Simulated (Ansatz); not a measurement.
Geometry optimisation, RKS PBE0-D4/def2-SVP in Ansatz 0.2.0.

input.yaml

```yaml
crystal:
  periodic: [false, false, false]
  atoms:
    - { symbol: B, position_ang: [-0.176159, 0.0, -0.966604] }
    - { symbol: F, position_ang: [1.016748, 0.0, 1.261166] }
    - { symbol: H, position_ang: [1.640084, 0.0, 0.578059] }
    - { symbol: Cl, position_ang: [-1.824674, 0.0, -0.493921] }
basis:
  gaussian: { orbitals: def2-SVP }
hamiltonian:
  xc: pbe0
  dispersion: d4
relax:
  f_tol: 0.03
  max_steps: 50
```

Command:

```bash
$ ansatz run input.yaml --threads 1 --pin off --max-ram 2048MiB --backend cpu --events-out ev --progress --plain --runs-dir out
```

Q: Where does it end, and by what steps?

A: The forces met the threshold. The force dipped under the threshold on the way, but the program's further checks kept it going. After 20 steps the energy has fallen by 0.126 eV; F2 moved furthest, 0.92 Å.

```json
{"step": "0", "energy less start (eV)": "0.0000", "largest force component (eV/Å)": "0.281", "accepted": "yes"}
{"step": "1", "energy less start (eV)": "0.0079", "largest force component (eV/Å)": "1.992", "accepted": "no"}
{"step": "2", "energy less start (eV)": "-0.0263", "largest force component (eV/Å)": "0.403", "accepted": "yes"}
{"step": "3", "energy less start (eV)": "-0.0461", "largest force component (eV/Å)": "0.776", "accepted": "yes"}
{"step": "4", "energy less start (eV)": "-0.0682", "largest force component (eV/Å)": "0.160", "accepted": "yes"}
{"step": "5", "energy less start (eV)": "-0.0826", "largest force component (eV/Å)": "0.557", "accepted": "yes"}
{"step": "6", "energy less start (eV)": "-0.0966", "largest force component (eV/Å)": "0.082", "accepted": "yes"}
{"step": "7", "energy less start (eV)": "-0.0982", "largest force component (eV/Å)": "0.054", "accepted": "yes"}
{"step": "8", "energy less start (eV)": "-0.0800", "largest force component (eV/Å)": "1.314", "accepted": "no"}
{"step": "9", "energy less start (eV)": "-0.0988", "largest force component (eV/Å)": "0.045", "accepted": "yes"}
{"step": "10", "energy less start (eV)": "-0.1017", "largest force component (eV/Å)": "0.272", "accepted": "yes"}
{"step": "11", "energy less start (eV)": "-0.1002", "largest force component (eV/Å)": "0.696", "accepted": "no"}
{"step": "12", "energy less start (eV)": "-0.1046", "largest force component (eV/Å)": "0.155", "accepted": "yes"}
{"step": "13", "energy less start (eV)": "-0.1076", "largest force component (eV/Å)": "0.222", "accepted": "yes"}
{"step": "14", "energy less start (eV)": "-0.1091", "largest force component (eV/Å)": "0.473", "accepted": "yes"}
{"step": "15", "energy less start (eV)": "-0.1236", "largest force component (eV/Å)": "0.052", "accepted": "yes"}
{"step": "16", "energy less start (eV)": "-0.1241", "largest force component (eV/Å)": "0.091", "accepted": "yes"}
{"step": "17", "energy less start (eV)": "0.0060", "largest force component (eV/Å)": "2.699", "accepted": "no"}
{"step": "18", "energy less start (eV)": "-0.1258", "largest force component (eV/Å)": "0.007", "accepted": "yes"}
{"step": "19", "energy less start (eV)": "-0.1183", "largest force component (eV/Å)": "0.708", "accepted": "no"}
{"step": "20", "energy less start (eV)": "-0.1259", "largest force component (eV/Å)": "0.014", "accepted": "yes"}
```

```xyz
4
Properties=species:S:1:pos:R:3
B -0.507 0.000 -0.363
F 1.942 0.000 1.264
H 1.183 0.000 0.711
Cl -1.961 0.000 -1.233
```

Whether the end is a true minimum wasn't checked by a vibrational analysis.

The run took 24 s on 1 thread of Arm Neoverse V1, with other jobs on the host, peak memory 0.12 GiB.
